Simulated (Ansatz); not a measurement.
A made-up structure of CH$_{5}$MgSi (charge -1), closed shell:

```
8
angstrom
Mg -1.0218 0.2101 -0.6060
C 0.6300 0.8057 0.5238
Si 0.9389 -1.1196 0.4095
H -2.5128 0.3106 -1.5247
H -2.5349 0.3049 0.2064
H 1.4740 1.3518 0.0863
H 0.5431 -1.1913 -1.1384
H -0.5957 -1.4822 0.6773
```

It is relaxed with PBE-D4/def2-SVPD and then PBE0-D4/def2-TZVPD (Ansatz 0.2.0). Atoms count as bonded within 1.22 times the sum of their covalent radii (H–H: 0.88 Å). The end point is not checked to be a true minimum.

(1) Does its bonding change? (Judge from chemistry; the calculation decides.)

Results:

(1) Computed: Yes. Formed: none; broken: Mg1–Si3.

Where it ends: The first stage lowers the energy by 3.81 eV in 23 steps. It ends as CH₅MgSi ([MgH2][CH][SiH2]), total charge -1:
| atom | x (Å) | y (Å) | z (Å) |
| --- | --- | --- | --- |
| Mg1 | -1.8550 | 0.8409 | -0.4382 |
| C2 | 0.2238 | 0.2709 | -0.5360 |
| Si3 | 0.7981 | -1.1416 | 0.2217 |
| H4 | -2.3761 | 2.3473 | -1.2726 |
| H5 | -2.9592 | -0.2352 | 0.4811 |
| H6 | 0.9761 | 0.8588 | -1.0699 |
| H7 | 2.1985 | -1.6923 | 0.2576 |
| H8 | -0.0854 | -2.0587 | 0.9905 |

Labels in which every atom is bracketed show which atoms are joined, not bond orders.

For scale, one of the runs: PBE0-D4/def2-TZVPD relaxation, 160 basis functions, launched by `ansatz run in.yaml --threads 2 --pin off --events-out ev --progress --plain --max-ram 4352MiB`. Hardware: 2 CPU threads of an Arm Neoverse V2, shared host. Wall time about 26 s.
